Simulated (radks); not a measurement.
# P³⁺ in [He] 2s2 2p5.5 3s2 4s0.5: an all-electron calculation

One table from this session's results is given with a row withheld; the runs are named, their logs left out.

The numbers are computed with radks (a radial shooting solver on a logarithmic mesh, Libxc functionals) version 1 (non-relativistic Kohn-Sham, r2SCAN, spin-polarised, spherical densities, point nucleus; open shells are filled with parallel spins first), except any that are marked as measured or tabulated.

## The system

```
element       : phosphorus (Z = 15)
charge        : +3
electrons     : 12
configuration : [He] 2s2 2p5.5 3s2 4s0.5
```

Set-up of the first run:

The run's settings:

```text
Z 15
configuration [He] 2s2 2p5.5 3s2 4s0.5 3p0 3d0
relativity non-relativistic
functional r2scan,r2scan
spin polarised
nucleus point
```

The run is started by

```
$ python run_ks.py task.json out
```

This one command runs every case of the session in turn.

One of the session's tables, all rows but one given; the rest of the session is left out.

It belongs to the step «Shells». Radial moments (bohr):

| level | <r> | outermost maximum (interpolated) | 90 % within | nodes |
| --- | --- | --- | --- | --- |
| 1s up | 0.1040 | 0.0681 | 0.186 | 0 |
| 1s down | 0.1039 | 0.0680 | 0.185 | 0 |
| 2s up | 0.5110 | 0.416 | 0.799 | 1 |
| 2s down | 0.5123 | 0.417 | 0.801 | 1 |
| 2p up | 0.4722 | 0.350 | 0.784 | 0 |
| 2p down | 0.4743 | 0.351 | 0.788 | 0 |
| 3s up | 1.602 | 1.42 | 2.36 | 2 |
| 3s down | ? | ? | ? | ? |
| 3p up | 1.743 | 1.51 | 2.62 | 1 |
| 3p down | 1.740 | 1.53 | 2.60 | 1 |
| 3d up | 2.074 | 1.65 | 3.29 | 0 |
| 3d down | 1.939 | 1.66 | 2.98 | 0 |
| 4s up | 3.671 | 3.49 | 5.17 | 3 |

Estimate the missing values for 3s down.

As computed: <r>: 1.617; outermost maximum (interpolated): 1.43; 90 % within: 2.38; nodes: 2. In the column «<r>» it lies between 3s up (1.602) and 3p down (1.740).
